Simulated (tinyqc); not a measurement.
Worked calculation: CISD on RHF in the sto-3g basis, frozen core, for LiH, spin multiplicity 1. Computed by tinyqc, a small Python program that keeps every step (integrals from PySCF). Settings: charge = 0, multiplicity = 1, basis = sto-3g, method = RHF, frozen orbitals = 1, energy threshold = 1e-10, iteration cap = 82, orthogonalisation = canonical, start = Wolfsberg-Helmholz matrix, DIIS depth = 6, ci = CISD. Command: `OMP_NUM_THREADS=1 python tinyqc.py 31376 31377 out.jsonl` (the two numbers bound the seeds that draw the settings). One thread of a shared host (Intel(R) Xeon(R) Processor @ 2.60GHz), about 0.1 s of CPU time with the checks. The early iterations of the SCF are left out here.

## One-electron integrals

Geometry (angstrom):
```
atom         x         y         z
Li    0.000000  0.000000  0.000000
H     0.000000  0.000000  1.461000
```

Basis sto-3g: exponents (1/bohr^2) and contraction coefficients of normalised primitives:
```
element  l (shell)   exponent  coefficient
Li           s (1)  16.119575     0.154329
Li           s (1)   2.936201     0.535328
Li           s (1)   0.794651     0.444635
Li           s (2)   0.636290    -0.099967
Li           s (2)   0.147860     0.399513
Li           s (2)   0.048089     0.700115
Li           p (3)   0.636290     0.155916
Li           p (3)   0.147860     0.607684
Li           p (3)   0.048089     0.391957
H            s (1)   3.425251     0.154329
H            s (1)   0.623914     0.535328
H            s (1)   0.168855     0.444635
```

Overlap, kinetic and nuclear-attraction integrals over the contracted functions; the nuclear repulsion is the sum of Za Zb / Rab.

nuclear repulsion = 1.08660618 hartree

overlap S:
```
           1Li 1s    1Li 2s   1Li 2px   1Li 2py   1Li 2pz     2H 1s
1Li 1s   1.000000  0.241137  0.000000  0.000000  0.000000  0.089328
1Li 2s   0.241137  1.000000  0.000000  0.000000  0.000000  0.429982
1Li 2px  0.000000  0.000000  1.000000  0.000000  0.000000  0.000000
1Li 2py  0.000000  0.000000  0.000000  1.000000  0.000000  0.000000
1Li 2pz  0.000000  0.000000  0.000000  0.000000  1.000000  0.535964
2H 1s    0.089328  0.429982  0.000000  0.000000  0.535964  1.000000
```

kinetic energy T (hartree):
```
            1Li 1s     1Li 2s   1Li 2px   1Li 2py   1Li 2pz      2H 1s
1Li 1s    3.576786  -0.020237  0.000000  0.000000  0.000000  -0.017387
1Li 2s   -0.020237   0.102163  0.000000  0.000000  0.000000   0.051769
1Li 2px   0.000000   0.000000  0.319682  0.000000  0.000000   0.000000
1Li 2py   0.000000   0.000000  0.000000  0.319682  0.000000   0.000000
1Li 2pz   0.000000   0.000000  0.000000  0.000000  0.319682   0.150967
2H 1s    -0.017387   0.051769  0.000000  0.000000  0.150967   0.760032
```

nuclear attraction V (hartree):
```
            1Li 1s     1Li 2s    1Li 2px    1Li 2py    1Li 2pz      2H 1s
1Li 1s   -8.345083  -1.051665   0.000000   0.000000  -0.019285  -0.391576
1Li 2s   -1.051665  -1.513518   0.000000   0.000000  -0.129415  -0.834900
1Li 2px   0.000000   0.000000  -1.468854   0.000000   0.000000   0.000000
1Li 2py   0.000000   0.000000   0.000000  -1.468854   0.000000   0.000000
1Li 2pz  -0.019285  -0.129415   0.000000   0.000000  -1.572774  -1.056972
2H 1s    -0.391576  -0.834900   0.000000   0.000000  -1.056972  -2.308023
```

core Hamiltonian H = T + V (hartree):
```
            1Li 1s     1Li 2s    1Li 2px    1Li 2py    1Li 2pz      2H 1s
1Li 1s   -4.768297  -1.071903   0.000000   0.000000  -0.019285  -0.408963
1Li 2s   -1.071903  -1.411355   0.000000   0.000000  -0.129415  -0.783131
1Li 2px   0.000000   0.000000  -1.149173   0.000000   0.000000   0.000000
1Li 2py   0.000000   0.000000   0.000000  -1.149173   0.000000   0.000000
1Li 2pz  -0.019285  -0.129415   0.000000   0.000000  -1.253093  -0.906005
2H 1s    -0.408963  -0.783131   0.000000   0.000000  -0.906005  -1.547991
```

## Two-electron integrals

Functions are numbered as in S; the eight-fold symmetry (ij|kl) = (ji|kl) = (kl|ij) leaves the list below.

Two-electron integrals (ij|kl) in chemists' order, unique and non-zero (hartree):
```
(11|11) 1.680395   (21|11) 0.265420   (21|21) 0.049941   (22|11) 0.397727
(22|21) 0.092860   (22|22) 0.290562   (31|31) 0.008981   (32|31) 0.013788
(32|32) 0.064184   (33|11) 0.396640   (33|21) 0.092880   (33|22) 0.290497
(33|33) 0.312946   (41|41) 0.008981   (42|41) 0.013788   (42|42) 0.064184
(43|43) 0.016869   (44|11) 0.396640   (44|21) 0.092880   (44|22) 0.290497
(44|33) 0.279207   (44|44) 0.312946   (51|51) 0.008981   (52|51) 0.013788
(52|52) 0.064184   (53|53) 0.016869   (54|54) 0.016869   (55|11) 0.396640
(55|21) 0.092880   (55|22) 0.290497   (55|33) 0.279207   (55|44) 0.279207
(55|55) 0.312946   (61|11) 0.096259   (61|21) 0.018178   (61|22) 0.034253
(61|33) 0.033848   (61|44) 0.033848   (61|51) 0.002149   (61|52) 0.004086
(61|55) 0.035078   (61|61) 0.007231   (62|11) 0.173691   (62|21) 0.040783
(62|22) 0.129158   (62|33) 0.123209   (62|44) 0.123209   (62|51) 0.006692
(62|52) 0.036243   (62|55) 0.140921   (62|61) 0.017557   (62|62) 0.088009
(63|31) 0.003765   (63|32) 0.016130   (63|53) 0.005998   (63|63) 0.007375
(64|41) 0.003765   (64|42) 0.016130   (64|54) 0.005998   (64|64) 0.007375
(65|11) 0.200967   (65|21) 0.047795   (65|22) 0.157527   (65|33) 0.147264
(65|44) 0.147264   (65|51) 0.010484   (65|52) 0.055411   (65|55) 0.177851
(65|61) 0.021663   (65|62) 0.118869   (65|65) 0.164002   (66|11) 0.359775
(66|21) 0.086096   (66|22) 0.294127   (66|33) 0.269361   (66|44) 0.269361
(66|51) 0.017682   (66|52) 0.109492   (66|55) 0.343121   (66|61) 0.039326
(66|62) 0.243980   (66|65) 0.344288   (66|66) 0.774606
```

## Orthogonalisation

S = U s U^T; canonical form X = U s^(-1/2), so that X^T S X = 1. Each column of U has its largest component positive (the first on a tie).

eigenvalues of S: 0.309807  0.797119  1.000000  1.000000  1.163500  1.729574

X:
```
                 1          2          3         4          5         6
1Li 1s    0.126225   0.811717   0.000000  0.000000   0.594569  0.183981
1Li 2s   -0.826554  -0.623243   0.000000  0.000000   0.461634  0.365273
1Li 2px   0.000000   0.000000  -0.121988  0.992532   0.000000  0.000000
1Li 2py   0.000000   0.000000   0.992532  0.121988   0.000000  0.000000
1Li 2pz  -0.975314   0.425715   0.000000  0.000000  -0.517614  0.379509
2H 1s     1.255969  -0.161148   0.000000  0.000000  -0.157902  0.516601
```

Within a degenerate level the vectors are fixed only up to a rotation; this is one choice.

## Starting guess

The start is the generalised Wolfsberg-Helmholz matrix (K = 1.75) built on H; D = 2 C_occ C_occ^T.

D at the start:
```
            1Li 1s    1Li 2s   1Li 2px   1Li 2py    1Li 2pz      2H 1s
1Li 1s    1.991195  0.018161  0.000000  0.000000  -0.116718  -0.159158
1Li 2s    0.018161  0.111571  0.000000  0.000000   0.182722   0.297178
1Li 2px   0.000000  0.000000  0.000000  0.000000   0.000000   0.000000
1Li 2py   0.000000  0.000000  0.000000  0.000000   0.000000   0.000000
1Li 2pz  -0.116718  0.182722  0.000000  0.000000   0.310037   0.501983
2H 1s    -0.159158  0.297178  0.000000  0.000000   0.501983   0.813221
```

## Iteration 8 (converged): orbitals

converged F (hartree):
```
            1Li 1s     1Li 2s   1Li 2px   1Li 2py    1Li 2pz      2H 1s
1Li 1s   -2.343600  -0.640083  0.000000  0.000000   0.013096  -0.242814
1Li 2s   -0.640083  -0.232984  0.000000  0.000000  -0.115047  -0.291484
1Li 2px   0.000000   0.000000  0.163598  0.000000   0.000000   0.000000
1Li 2py   0.000000   0.000000  0.000000  0.163598   0.000000   0.000000
1Li 2pz   0.013096  -0.115047  0.000000  0.000000  -0.014397  -0.243459
2H 1s    -0.242814  -0.291484  0.000000  0.000000  -0.243459  -0.179304
```

Diagonalise F' = X^T F X, C = X C', fill 2 alpha and 2 beta electrons from the bottom; D = 2 C_occ C_occ^T. Each column has its largest component positive (the first on a tie).

F' = X^T F X (hartree):
```
           1          2         3         4          5          6
1   0.576457  -0.098890  0.000000  0.000000  -0.050049  -0.026498
2  -0.098890  -0.885814  0.000000  0.000000  -1.086557  -0.408629
3   0.000000   0.000000  0.163598  0.000000   0.000000   0.000000
4   0.000000   0.000000  0.000000  0.163598   0.000000   0.000000
5  -0.050049  -1.086557  0.000000  0.000000  -1.142630  -0.508807
6  -0.026498  -0.408629  0.000000  0.000000  -0.508807  -0.528064
```

orbital energies (hartree): MO1 -2.346348, MO2 -0.296635, MO3 0.079225, MO4 0.163598, MO5 0.163598, MO6 0.583707

coefficients C:
```
               MO1        MO2        MO3        MO4       MO5        MO6
1Li 1s    0.991030  -0.177932  -0.208051   0.000000  0.000000   0.071354
1Li 2s    0.031610   0.442270   0.802478   0.000000  0.000000  -0.759987
1Li 2px   0.000000   0.000000   0.000000  -0.365805  0.930692   0.000000
1Li 2py   0.000000   0.000000   0.000000   0.930692  0.365805   0.000000
1Li 2pz  -0.007611   0.350918  -0.612687   0.000000  0.000000  -1.022661
2H 1s     0.008289   0.542547  -0.131806   0.000000  0.000000   1.258347
```

D after iteration 8:
```
            1Li 1s     1Li 2s   1Li 2px   1Li 2py    1Li 2pz      2H 1s
1Li 1s    2.027601  -0.094735  0.000000  0.000000  -0.139964  -0.176643
1Li 2s   -0.094735   0.393204  0.000000  0.000000   0.309920   0.480429
1Li 2px   0.000000   0.000000  0.000000  0.000000   0.000000   0.000000
1Li 2py   0.000000   0.000000  0.000000  0.000000   0.000000   0.000000
1Li 2pz  -0.139964   0.309920  0.000000  0.000000   0.246403   0.380653
2H 1s    -0.176643   0.480429  0.000000  0.000000   0.380653   0.588852
```

Within a degenerate level the vectors are fixed only up to a rotation; this is one choice.

## Convergence

Stop when the energy changes by less than 1e-10 hartree and every element of the error matrix X^T (F D S - S D F) X is below 3e-06.

Course of the cycle:
```
iteration  E (hartree)     change  largest element of the error matrix
1          -7.84284985          -                             9.94e-02
2          -7.85923657  -1.64e-02                             2.26e-02
3          -7.86205019  -2.81e-03                             1.15e-02
4          -7.86284089  -7.91e-04                             9.57e-04
5          -7.86284161  -7.18e-07                             2.26e-04
6          -7.86284167  -5.36e-08                             2.72e-05
7          -7.86284167  -1.03e-09                             5.90e-06
8          -7.86284167  -5.04e-11                             5.79e-08
```

PySCF RHF in the same basis = -7.86284167 hartree

Converged in 8 iterations.

## Populations, bond orders and dipole

Mulliken: Z minus the diagonal of D S on the atom; Loewdin: the same with S^(1/2) D S^(1/2); Mayer order: 2 sum_s sum (D(s) S)_ij (D(s) S)_ji over the two atoms.

Charges (e):
```
atom   Mulliken    Loewdin
1Li   -0.016334  -0.012642
2H     0.016334   0.012642
```

Mayer bond orders:
```
pair     order
2-1   0.999733
```

dipole moment about the origin, x y z (debye): 0.000000  0.000000  -4.830392

## Integrals over molecular orbitals

(pq|rs) = sum C_ip C_jq C_kr C_ls (ij|kl), one index at a time.

one-electron integrals over orbitals h = C^T H C (hartree):
```
           1          2          3          4          5          6
1  -4.758549   0.111469   0.168629   0.000000   0.000000  -0.021386
2   0.111469  -1.547916   0.036641   0.000000   0.000000  -0.096508
3   0.168629   0.036641  -1.135384   0.000000   0.000000   0.032998
4   0.000000   0.000000   0.000000  -1.149173   0.000000   0.000000
5   0.000000   0.000000   0.000000   0.000000  -1.149173   0.000000
6  -0.021386  -0.096508   0.032998   0.000000   0.000000  -0.926993
```

Two-electron integrals over orbitals (pq|rs), unique and non-zero (hartree); the lowest 1 orbital is frozen and left out:
```
(22|22) 0.497019    (32|22) -0.046318   (32|32) 0.011818    (33|22) 0.227888
(33|32) 0.005644    (33|33) 0.339109    (42|42) 0.024215    (43|42) 0.019195
(43|43) 0.041341    (44|22) 0.277101    (44|32) 0.004353    (44|33) 0.282293
(44|44) 0.312946    (52|52) 0.024215    (53|52) 0.019195    (53|53) 0.041341
(54|54) 0.016869    (55|22) 0.277101    (55|32) 0.004353    (55|33) 0.282293
(55|44) 0.279207    (55|55) 0.312946    (62|22) 0.134509    (62|32) -0.033105
(62|33) -0.008142   (62|44) -0.008671   (62|55) -0.008671   (62|62) 0.122645
(63|22) -0.050812   (63|32) 0.008100    (63|33) 0.036085    (63|44) 0.001109
(63|55) 0.001109    (63|62) -0.030777   (63|63) 0.026290    (64|42) -0.019457
(64|43) -0.013895   (64|64) 0.019331    (65|52) -0.019457   (65|53) -0.013895
(65|65) 0.019331    (66|22) 0.458463    (66|32) -0.041693   (66|33) 0.242212
(66|44) 0.269658    (66|55) 0.269658    (66|62) 0.142752    (66|63) -0.043337
(66|66) 0.456846
```

## CISD: determinants and Hamiltonian

one-electron integrals dressed by the frozen orbital, h + 2 (pq|11) - (p1|1q) (hartree):
```
           2          3          4          5          6
2  -0.793654   0.046318   0.000000   0.000000  -0.134509
3   0.046318  -0.364733   0.000000   0.000000   0.068518
4   0.000000   0.000000  -0.366388   0.000000   0.000000
5   0.000000   0.000000   0.000000  -0.366388   0.000000
6  -0.134509   0.068518   0.000000   0.000000  -0.210574
```

energy of the frozen orbital, 2 h_11 + (11|11) = -7.85915873 hartree

Hartree-Fock energy = -7.86284167 hartree

Slater-Condon rules over spin orbitals, with the nuclear repulsion and the energy of the frozen orbital added and E(HF) subtracted on the diagonal. Only determinants linked to the reference directly or through others are kept (one block of an abelian symmetry group), so some states are absent.

Occupation strings over the orbitals (2 doubly, a alpha, b beta, 0 empty; spin orbitals ordered 1a 1b 2a 2b ...): 220000 2ab000 2a000b 2ba000 2b000a 202000 20a00b 200200 200020 20b00a 200002

H - E(HF) between determinants (hartree):
```
           220000     2ab000     2a000b     2ba000     2b000a     202000     20a00b     200200
220000   0.000000   0.000000   0.000000   0.000000   0.000000   0.011818  -0.033105   0.024215
2ab000   0.000000   0.159791   0.017706  -0.011818   0.033105   0.051962   0.008100   0.019195
2a000b   0.000000   0.017706   0.544524   0.033105  -0.122645   0.008100   0.004624  -0.019457
2ba000   0.000000  -0.011818   0.033105   0.159791   0.017706  -0.051962   0.142652  -0.019195
2b000a   0.000000   0.033105  -0.122645   0.017706   0.544524  -0.008100   0.030777   0.019457
202000   0.011818   0.051962   0.008100  -0.051962  -0.008100   0.699932   0.104603   0.041341
20a00b  -0.033105   0.008100   0.004624   0.142652   0.030777   0.104603   0.757194  -0.013895
200200   0.024215   0.019195  -0.019457  -0.019195   0.019457   0.041341  -0.013895   0.670458
200020   0.024215   0.019195  -0.019457  -0.019195   0.019457   0.041341  -0.013895   0.016869
20b00a   0.033105   0.142652   0.030777   0.008100   0.004624  -0.104603  -0.026290   0.013895
200002   0.122645  -0.030777   0.008242   0.030777  -0.008242   0.026290   0.025181   0.019331

           200020     20b00a     200002
220000   0.024215   0.033105   0.122645
2ab000   0.019195   0.142652  -0.030777
2a000b  -0.019457   0.030777   0.008242
2ba000  -0.019195   0.008100   0.030777
2b000a   0.019457   0.004624  -0.008242
202000   0.041341  -0.104603   0.026290
20a00b  -0.013895  -0.026290   0.025181
200200   0.016869   0.013895   0.019331
200020   0.670458   0.013895   0.019331
20b00a   0.013895   0.757194  -0.025181
200002   0.019331  -0.025181   1.125987
```

## CISD: roots

Diagonalise (each vector has its largest component positive (the first on a tie)); all determinants have Ms = 0, so triplets appear too. The lowest singlet root is the correlation energy.

lowest roots of this matrix, relative to E(HF) (hartree): -0.018315  0.105918  0.121948  0.421090  0.565244  0.653589  0.674278  0.745588

lowest vectors:
```
           root 1     root 2     root 3     root 4
220000   0.989159   0.000000  -0.066177   0.000000
2ab000   0.034659   0.682729   0.673865   0.067361
2a000b   0.002761  -0.091926   0.027098   0.694894
2ba000  -0.034659   0.682729  -0.673865   0.067361
2b000a  -0.002761  -0.091926  -0.027098   0.694894
202000  -0.029585   0.000000  -0.177554   0.000000
20a00b   0.052895  -0.159472   0.160213  -0.112180
200200  -0.028988   0.000000  -0.021785   0.000000
200020  -0.028988   0.000000  -0.021785   0.000000
20b00a  -0.052895  -0.159472  -0.160213  -0.112180
200002  -0.104861   0.000000   0.046403   0.000000
```

<S^2> of these roots: 0.000000  2.000000  0.000000  2.000000  0.000000  0.000000  0.000000  0.000000

weight of the ground state by excitation level 0, 1, 2, ...: 0.978435  0.002418  0.019148
